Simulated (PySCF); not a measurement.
A geometry optimisation on `P#C` (CHP).

Method: PBE0-D3(BJ)/def2-SVP geometry optimisation, gas phase (PySCF 2.14.0). Start geometry: GFN2-xTB. The input is one job of a driver script: a line of settings, then coordinates in Å.

Input:
```
{"job": {"xc": "PBE0", "basis": "def2-SVP", "d3": "d3bj", "grid": 1, "kind": "geom"}, "charge": 0, "multiplicity": 1}
C     -0.159201     0.083772    -0.003368
P      1.381836    -0.049084    -0.011187
H     -1.211154     0.174667     0.002002
```

Output:
```
step   0  E = -379.67617179  max force = 0.030868
step   1  E = -379.67370941  max force = 0.013835
step   2  E = -379.67603227  max force = 0.007873
step   3  E = -379.67655058  max force = 0.004704
step   4  E = -379.67680166  max force = 0.000529
step   5  E = -379.67680192  max force = 0.000036
optimisation converged
```

Energies in Eh; «max force» is the largest Cartesian gradient component in Eh/bohr.

Give the first gradient maximum in eV/Å.

With 1 Eh/bohr = 51.422 eV/Å, 1.587 eV/Å.

At which steps does the energy rise by more than 1e-5 Eh?

At step 1 (+2.46 mEh).

Main results: final energy -379.67680 Eh after 5 steps; dipole 0.51 D.

Estimate the wall time. Hardware: an Arm Neoverse V2 with one thread, shared host with 96 logical CPUs at a one-minute load of 32. And the peak memory of the process?

About 1.7 s, with 0.25 GiB resident at the peak, the Python interpreter and its libraries included.
Labels such as C1 count atoms from 1, the log's own numbers from 0.
